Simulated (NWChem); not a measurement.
# NSF3 (SMILES N#S(F)(F)F) at 6 levels

Aim: a comparison of 6 runs (HF/STO-3G, HF/3-21G, HF/def2-SVP, B3LYP/6-31G*, PBE/def2-SVPD, MP2/def2-SVPD) of NSF3. 

The calculation is run with NWChem 7.3.0.

### 1 The structure to begin with

NSF3 has 5 atoms, charge 0, and is taken as a singlet. As SMILES, `N#S(F)(F)F`. Geometry: relaxed at PBE0-D4/def2-TZVP.

Bond lengths: N1–S2 1.409 Å, S2–F3 1.555 Å, S2–F4 1.555 Å, S2–F5 1.555 Å. Angles: N1–S2–F3 122.6°, N1–S2–F4 122.6°, N1–S2–F5 122.6°, F3–S2–F4 93.7°, F3–S2–F5 93.7°, F4–S2–F5 93.7°.

### 2 Energy and forces at HF/STO-3G (run 1)

Contents of f3ns.nw:

```
start f3ns
title "F3NS gradient"
memory stack 880 mb heap 220 mb global 1100 mb

geometry noautosym nocenter noautoz
  N    -0.349630   -0.004150    1.591380
  S    -0.047340   -0.000560    0.215490
  F     1.023370   -0.939300   -0.408980
  F    -1.108620   -0.317610   -0.875740
  F     0.482210    1.261610   -0.522150
end

basis spherical bse
  * library STO-3G
end

scf
  thresh 1e-08
  maxiter 80
end

task scf gradient
```

Launch:

```
nwchem f3ns.nw > f3ns.out
```

The program printed:

```text
[...]
  functions       =    29
[...]
  wavefunction    = RHF
[...]
         Total SCF energy =   -740.510346520385
      One-electron energy =  -1596.708072295345
      Two-electron energy =    571.970976288250
 Nuclear repulsion energy =    284.226749486710
        Time for solution =      1.1s
[...]
                         RHF ENERGY GRADIENTS
    atom               coordinates                        gradient
                 x          y          z           x          y          z
   1 N      -0.660705  -0.007842   3.007272    0.032135   0.000381  -0.146267
   2 S      -0.089460  -0.001058   0.407217    0.009173   0.000110  -0.041751
   3 F       1.933889  -1.775020  -0.772860   -0.072361   0.061705   0.049962
   4 F      -2.094988  -0.600196  -1.654909    0.067829   0.020825   0.080653
   5 F       0.911245   2.384097  -0.986720   -0.036777  -0.083022   0.057404
[...]
```

It took 2 s on 1 thread of AMD EPYC 7B13 (Zen 3), shared host; peak memory 0.099 GiB.

### 3 Energy and forces at HF/3-21G (run 2)

Contents of sp.xyz:

```xyz
5

N     -0.349630    -0.004150     1.591380
S     -0.047340    -0.000560     0.215490
F      1.023370    -0.939300    -0.408980
F     -1.108620    -0.317610    -0.875740
F      0.482210     1.261610    -0.522150
```

Contents of sp.nw:

```
start sp
memory total 2200 mb
charge 0
geometry units angstroms noautosym nocenter noautoz
load format xyz sp.xyz
end
basis "ao basis" spherical bse
* library 3-21G
end
scf
thresh 1e-08
maxiter 80
end
task scf gradient
```

Launch:

```
nwchem sp.nw > sp.out
```

The program printed:

```text
[...]
  functions       =    49
[...]
  wavefunction    = RHF
[...]
         Total SCF energy =   -746.045840953117
      One-electron energy =  -1597.229395158074
      Two-electron energy =    566.956804718248
 Nuclear repulsion energy =    284.226749486710
        Time for solution =      1.3s
[...]
                         RHF ENERGY GRADIENTS
    atom               coordinates                        gradient
                 x          y          z           x          y          z
   1 N      -0.660705  -0.007842   3.007272    0.026293   0.000311  -0.119681
   2 S      -0.089460  -0.001058   0.407217   -0.001477  -0.000015   0.006733
   3 F       1.933889  -1.775020  -0.772860   -0.042539   0.036087   0.030215
   4 F      -2.094988  -0.600196  -1.654909    0.039451   0.012177   0.048166
   5 F       0.911245   2.384097  -0.986720   -0.021728  -0.048560   0.034567
[...]
```

Run time: 2.2 s. Hardware: 1 thread of AMD EPYC 7B13 (Zen 3), shared host; peak memory 0.1 GiB.

Runs 3 to 5 aren't shown in full; the table further down has their settings and results.

### 4 Energy and gradient at MP2/def2-SVPD (run 6)

Contents of f3ns.nw:

```
start f3ns
memory stack 880 mb heap 220 mb global 1100 mb
geometry units bohr noautosym nocenter noautoz
   N     -0.66070494    -0.00784236     3.00727236
   S     -0.08945963    -0.00105825     0.40721708
   F      1.93388902    -1.77501975    -0.77286019
   F     -2.09498818    -0.60019591    -1.65490876
   F      0.91124483     2.38409738    -0.98672050
end
basis spherical bse
   N library def2-SVPD
   S library def2-SVPD
   F library def2-SVPD
end
scf
   singlet
   rhf
   thresh 1e-08
   maxiter 80
   print medium
end
mp2
   freeze core 9
   tight
end
task mp2 gradient
```

Launch:

```
nwchem f3ns.nw > f3ns.out
```

The program printed:

```text
[...]
  functions       =   116
[...]
  wavefunction    = RHF
[...]
         Total SCF energy =   -749.704492948272
      One-electron energy =  -1602.117934668230
      Two-electron energy =    568.186712758007
 Nuclear repulsion energy =    284.226728961951
        Time for solution =     22.9s
[...]
          Total MP2 energy          -750.632675778993
[...]
                         mp2 ENERGY GRADIENTS
    atom               coordinates                        gradient
                 x          y          z           x          y          z
   1 N      -0.660705  -0.007842   3.007272    0.012253   0.000144  -0.055775
   2 S      -0.089460  -0.001058   0.407217    0.003129   0.000039  -0.014237
   3 F       1.933889  -1.775020  -0.772860   -0.028280   0.024388   0.018314
   4 F      -2.094988  -0.600196  -1.654909    0.027117   0.008233   0.030443
   5 F       0.911245   2.384097  -0.986721   -0.014219  -0.032805   0.021254
[...]
```

It took 63 s on 1 thread of AMD EPYC 7B13 (Zen 3), shared host; peak memory 0.6 GiB.

### 5 The series

```tsv
run	level	iteration cap	module	energy (Eh)	dipole moment (D)	HOMO energy (eV)	LUMO energy (eV)	wall time
1	HF/STO-3G	80	scf	-740.510347	2.37	-7.70	9.31	2 s
2	HF/3-21G	80	scf	-746.045841	1.50	-12.88	3.23	2.2 s
3	HF/def2-SVP	80	scf	-749.665839	1.98	-13.24	4.03	9 s
4	B3LYP/6-31G* (spherical functions)	100	dft	-752.293127	2.05	-9.11	-1.15	22 s
5	PBE/def2-SVPD	100	dft	-751.458600	1.87	-8.38	-2.62	29 s
6	MP2/def2-SVPD	80	mp2	-750.632676	1.83	-13.29	1.65	63 s
```

### 6 Outcome

| quantity | value |
| --- | --- |
| run 6: total energy | -750.63268 Eh |
| run 6: dipole moment (of the density that the program reports) | 1.83 D |
| run 6: HOMO energy (Hartree–Fock orbitals) | -13.29 eV |
| run 6: LUMO energy (Hartree–Fock orbitals) | 1.65 eV |
| run 6: HOMO–LUMO gap (Hartree–Fock orbitals) | 14.94 eV |
| run 6: correlation energy (9 core orbitals frozen) | -928.2 mEh |
| run 6: largest force on an atom | 2.936 eV/Å |

The dipole moment (its size) runs from 1.50 D (HF/3-21G) to 2.37 D (HF/STO-3G). Over runs 1, 2, 3, 4, 5 the HOMO–LUMO gap runs from 5.76 eV (PBE/def2-SVPD) to 17.27 eV (HF/def2-SVP). The two ends differ in method and basis. Totals of different functionals can't be ranked against each other. In run 1 the basis is minimal, so the values are rough. All runs together took 2.1 min, the longest 63 s.
